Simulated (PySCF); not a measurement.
Molecule: `InChI=1S/ClH/h1H`.

Geometry:
```
atom   x (Å)   y (Å)   z (Å)
 Cl1   0.666  -0.080   0.006
  H2  -0.617  -0.007  -0.028
```

Geometry PBE0-D3(BJ)/def2-SVP throughout; GIAO in PySCF, gas phase, one conformer, non-relativistic; equivalent atoms averaged; basis pcSseg-2.

**Question.** How do the absolute shieldings σ depend on the functional? (ppm; last column core-seconds on shared hosts with different chips, so compare them loosely; the GGAs took longer than the global hybrids here, which isn't the general rule, and the cause wasn't traced)

**Answer.** 
```tsv
functional	kind	Cl1	H2	core-s
HF	Hartree–Fock	944.9	29.99	0.16
LDA	LDA	942.3	30.28	0.4
PBE	GGA	933.9	30.88	0.54
BLYP	GGA	920.1	31.20	0.55
BP86	GGA	930.1	30.97	0.57
OPBE	GGA	944.4	30.73	0.54
KT2	GGA	942.5	30.85	0.53
KT3	GGA	937.4	31.02	0.58
B97-D	GGA	926.6	31.04	0.61
B3LYP	global hybrid	927.3	30.82	0.4
PBE0	global hybrid	940.8	30.49	0.39
mPW1PW91	global hybrid	937.5	30.56	0.39
WP04	global hybrid	900.5	31.21	0.27
B97-2	global hybrid	936.6	30.65	0.44
BHandHLYP	global hybrid	935.4	30.39	0.23
CAM-B3LYP	range-separated hybrid	934.4	30.53	0.32
wB97X-D	range-separated hybrid	935.8	30.59	0.3
LC-wPBE	range-separated hybrid	944.8	30.37	0.48
```

**Question.** Which nucleus moves most, in ppm?

**Answer.** Cl1 (chlorine bonded to H): from 900.5 ppm with WP04 to 944.9 ppm with HF. The smallest spread is 1.22 ppm, at H2.
